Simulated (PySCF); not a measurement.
C2H3N, SMILES CC#N.

Geometry: ωB97X-D3(BJ)/def2-TZVP.

Vertical ionisation energy (IE) and electron affinity (EA) in eV. Rows of orbital energies are one-electron estimates. Where ΔSCF, EOM or ADC give a negative EA the extra electron is unbound and the value depends on the basis.

| level | IE | EA |
|---|---|---|
| −ε(HOMO), −ε(LUMO), CAM-B3LYP/def2-TZVPD (PySCF) | 10.95 | -0.52 |
| ADC(2)/aug-cc-pVDZ (PySCF) | 11.95 | -0.47 |

### Question
Give the lowest 1s main lines (those of the lightest heavy element) from CVS-ADC(2)-x/aug-cc-pVDZ (PySCF, non-relativistic), with pole strengths. (The exact figures need the calculation; the answer reports its results.)

### Answer
293.8 eV (1.54), 293.9 eV (1.52).

### Question
Beyond the first one, list the lowest photoelectron lines from PySCF with ADC(2)/aug-cc-pVDZ with their pole strengths (two spins summed). (The exact figures need the calculation; the answer reports its results.)

### Answer
12.20 eV (1.78), 12.20 eV (1.78), 15.89 eV (1.80), 15.89 eV (1.80), 16.80 eV (1.75).
